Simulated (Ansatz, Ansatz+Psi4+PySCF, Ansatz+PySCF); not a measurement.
```json
{"atom": "H", "x (Å)": "-1.2308", "y (Å)": "-0.8893", "z (Å)": "0.1021"}
{"atom": "C", "x (Å)": "-0.6845", "y (Å)": "0.0277", "z (Å)": "-0.0665"}
{"atom": "O", "x (Å)": "0.6712", "y (Å)": "-0.1252", "z (Å)": "0.0235"}
{"atom": "H", "x (Å)": "1.0917", "y (Å)": "0.7351", "z (Å)": "-0.0683"}
{"atom": "H", "x (Å)": "-1.1232", "y (Å)": "0.9896", "z (Å)": "0.1774"}
```

Basis set: cc-pVTZ (spherical functions). Correlated methods keep 2 orbitals frozen. Correlation on ROHF uses semicanonical orbitals with singles. Charge 0, multiplicity 2.

Computed with Ansatz (development build ahead of 0.2.0); each method stands on the lowest determinant of its kind that the runs found.

The atomization energy at this shape (free ground-state atoms in the same class of orbitals less the molecule, no zero-point energy) of doublet CH₃O:

```json
{"method": "ROHF-CCSD(T)", "atomization energy": "17.25 eV"}
```

Q: What does ROHF-MP2 give?

A: 17.50 eV.
